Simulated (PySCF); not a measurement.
Working out the electron affinity of Al

Al- [Ne] 3s2 3p2 (3P) → Al [Ne] 3s2 3p1 (2P). All numbers are calculated (PySCF 2.14, no relativity, point nucleus, in aug-cc-pwCVDZ (6s5p3d, 36 functions)). Frozen: 1s2. Energies in hartree (1 hartree = 27.21139 eV):

```tsv
part	Al- (lower)	Al (upper)
UHF	-241.874994	-241.874277
CCSD correlation	-0.187056	-0.176011
(T)	-0.003669	-0.002557
```

Q: What does Hartree-Fock give?

A: (-241.874277) − (-241.874994) = 0.000717 hartree = 0.020 eV.

Q: What do CCSD and CCSD(T) give?

A: The CCSD correlation energies differ by 0.011045 hartree = 0.301 eV and the triples by 0.001112 hartree = 0.030 eV, so CCSD gives 0.321 eV and CCSD(T) 0.351 eV.

A first-order spin-orbit estimate adds -0.003 eV to CCSD(T) (valence and next inner shell), giving 0.348 eV against 0.433 eV (measured; photodetachment measurements, as compiled on the Wikipedia data page of electron affinities).

A double-zeta basis recovers only part of the correlation energy.

What remains against the reference includes basis incompleteness, the frozen core and higher excitations.
